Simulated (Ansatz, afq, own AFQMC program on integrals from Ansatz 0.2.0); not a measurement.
**GeH₃, doublet: AFQMC among the cluster methods**

```
atom    x (Å)    y (Å)    z (Å)
  Ge   0.0001   0.0000  -0.0278
   H   2.1726   0.0250   0.6712
   H  -1.1097   1.8702   0.6650
   H  -1.0665  -1.8949   0.6656
```

Basis 6-31G. Noble-gas cores (and the filled d shells of Ga–Kr and In–Xe) are frozen. AFQMC by an in-house program on the Cholesky factors that Ansatz 0.2.0 writes for its CCSD(T) run. ph-AFQMC/CISD is guided by a CISD state made of CCSD amplitudes; releasing the constraint for a short imaginary time cuts its bias at the price of noise, slowly where states lie close. Uncertainties: one standard error, sampling alone. No spin–orbit coupling.

Determinant: ROHF, the one that the program's search chose, which needn't be the lowest solution. The geometry is a point of a scan.

Full CI on the same integrals is exact in this basis and with this determinant's frozen core.

Cautions: no relativity below Rb; no spin-orbit coupling; inner d shell frozen; a spin-contaminated unrestricted determinant lies lower (UHF 962 meV lower, ⟨S²⟩ 1.50); the released energies are still falling, so no released level is given (meV from the phaseless value at times in 1/Eh: -5 ± 4 at 0.24, -14 ± 3 at 0.51, -27 ± 4 at 0.99, -35.2 ± 2.5 at 1.62, -41 ± 3 at 2.40).

* T1 diagnostic: 0.0380
* weight of the determinant in the CISD state: 0.808
* size of the correlated space: 7 electrons in 21 orbitals

Reference: full CI, correlation energy -3.666 eV.

| level | E − E(reference) (kJ/mol) | share of correlation (%) |
| --- | --- | --- |
| HF | 353.7 | 0.00 |
| MP2 | 142.6 | 59.70 |
| CCSD | 20.3 | 94.27 |
| CCSD(T) | 6.9 | 98.04 |
| CCSDT | 0.5 | 99.85 |
| CCSDT(Q) | 0.1 | 99.96 |
| CCSDTQ | 0.0 | 100.00 |
| ph-AFQMC/CISD | 7.3 ± 0.5 | 97.94 |

CCSDT and higher add their correlation energy to the determinant of the CCSD(T) run, since their own runs factorise the integrals more tightly (a shift of under 2 meV). A walk keeps the symmetry of its determinant, which the program's search chose and which needn't be the lowest solution, so a lower state of the same spin and another symmetry isn't excluded.
